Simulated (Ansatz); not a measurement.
**Tungsten, bcc under r²SCAN: testing the Methfessel-Paxton smearing**

A convergence test of the Methfessel-Paxton smearing width. The geometry was relaxed under r²SCAN beforehand and stays fixed; 7 values are run, from 0.01 to 1.0 eV. Wanted are the values from which on the energy stays within 10 and 1 meV/atom, and the pressure within 0.5 GPa, of the narrowest run. Within the series other settings stay, but some runs also write fields, which adds to their time. Spin polarisation is left out.

Method: DFT r²SCAN, plane waves with PAW, scalar-relativistic, in Ansatz 0.2.0.

### Step 1. Starting point

The structure is cubic, space group Im-3m (No. 229). The conventional cell has a = 3.170 Å, b = 3.170 Å, c = 3.170 Å, α = 90.00°, β = 90.00°, γ = 90.00°. W (site symmetry m-3m) is surrounded by 8 W at 2.74 Å.

As a file:

```cif
data_structure
_symmetry_space_group_name_H-M 'P 1'
_symmetry_Int_Tables_number 1
_cell_length_a 2.7450
_cell_length_b 2.7450
_cell_length_c 2.7450
_cell_angle_alpha 109.471
_cell_angle_beta 109.471
_cell_angle_gamma 109.471
_cell_volume 15.92
loop_
_atom_site_label
_atom_site_type_symbol
_atom_site_fract_x
_atom_site_fract_y
_atom_site_fract_z
_atom_site_occupancy
W1 W 0.00000 0.00000 0.00000 1
```

### Step 2. Width 0.01 eV

The run at 0.01 eV.

Input file input.yaml:

```yaml
crystal:
  lattice:
    - [-1.5848038465, 1.5848038465, 1.5848038465]
    - [1.5848038465, -1.5848038465, 1.5848038465]
    - [1.5848038465, 1.5848038465, -1.5848038465]
  atoms:
    - { symbol: W, position: [0.0, 0.0, 0.0] }
hamiltonian:
  xc: r2scan
  pseudopotentials:
    kind: paw
    azcp:
      W: "pseudopotentials/W.paw.azcp"
basis:
  ecutwfc: 500
  fft_grid_basis: typed
kpoints:
  mp_grid: { grid: [14, 14, 14], shift: [0, 0, 0] }
magnetization:
  spin_polarized: false
scf:
  occupations: { method: methfessel_paxton, width: 0.01 }
  lower_state_search: "off"
output:
  stress: true
```

Launch:

```sh
ansatz run input.yaml --threads 2 --pin off --max-ram 5120MiB --backend cpu --events-out ev --progress --plain --runs-dir out
```

### Step 3. Width 0.03 eV

The run at 0.03 eV.

Changes to input.yaml since step 2:

```diff
@@ -21,3 +21,3 @@
 scf:
-  occupations: { method: methfessel_paxton, width: 0.01 }
+  occupations: { method: methfessel_paxton, width: 0.03 }
   lower_state_search: "off"
```

### Step 4. Width 0.1 eV

The run at 0.1 eV.

Changes to input.yaml since step 3:

```diff
@@ -21,3 +21,3 @@
 scf:
-  occupations: { method: methfessel_paxton, width: 0.03 }
+  occupations: { method: methfessel_paxton, width: 0.1 }
   lower_state_search: "off"
@@ -25 +25,5 @@
   stress: true
+  write_density: true
+  write_potential: true
+  elf: true
+  volumetric_format: npy
```

### Step 5. Width 0.2 eV

The run at 0.2 eV.

Changes to input.yaml since step 4:

```diff
@@ -21,3 +21,3 @@
 scf:
-  occupations: { method: methfessel_paxton, width: 0.1 }
+  occupations: { method: methfessel_paxton, width: 0.2 }
   lower_state_search: "off"
@@ -25,5 +25 @@
   stress: true
-  write_density: true
-  write_potential: true
-  elf: true
-  volumetric_format: npy
```

### Step 6. Width 0.3 eV

The run at 0.3 eV.

Changes to input.yaml since step 5:

```diff
@@ -21,3 +21,3 @@
 scf:
-  occupations: { method: methfessel_paxton, width: 0.2 }
+  occupations: { method: methfessel_paxton, width: 0.3 }
   lower_state_search: "off"
@@ -25 +25,5 @@
   stress: true
+  write_density: true
+  write_potential: true
+  elf: true
+  volumetric_format: npy
```

### Step 7. Width 0.6 eV

The run at 0.6 eV.

Changes to input.yaml since step 6:

```diff
@@ -21,3 +21,3 @@
 scf:
-  occupations: { method: methfessel_paxton, width: 0.3 }
+  occupations: { method: methfessel_paxton, width: 0.6 }
   lower_state_search: "off"
@@ -25,5 +25 @@
   stress: true
-  write_density: true
-  write_potential: true
-  elf: true
-  volumetric_format: npy
```

### Step 8. Width 1.0 eV

The run at 1.0 eV.

Changes to input.yaml since step 7:

```diff
@@ -21,3 +21,3 @@
 scf:
-  occupations: { method: methfessel_paxton, width: 0.6 }
+  occupations: { method: methfessel_paxton, width: 1.0 }
   lower_state_search: "off"
```

(Steps that only read results are left out.)

Q: Predict the outcome of this session.

As calculated:

| quantity | value |
| --- | --- |
| E(σ → 0) stays within 10 meV/atom of 0.01 eV | up to 1.0 eV |
| E(σ → 0) stays within 1 meV/atom | up to 0.3 eV |
| pressure stays within 0.5 GPa | up to 0.6 eV |
| pressure at 0.01 eV | 0.17 GPa |
| energy of a separate run on a finer mesh (23×23×23) | -9.8 meV/atom from 0.01 eV |

The far end, 1.0 eV, lies -5.3 meV/atom and -0.9 GPa from the yardstick. The free energy F moves by +5.5 meV/atom over the range, and the estimate for σ → 0 by -5.3. This scheme cancels the term in the square of the width, so F moves little up to 0.2 eV. The mesh (14×14×14) is fixed, so the narrowest widths carry a k-point error of their own. The yardstick itself is unsettled by 9.8 meV/atom against the finer mesh, so the thresholds above hold only within this series, and wider smearing, which averages over more states, can land nearer the fine-mesh value than the narrowest does.
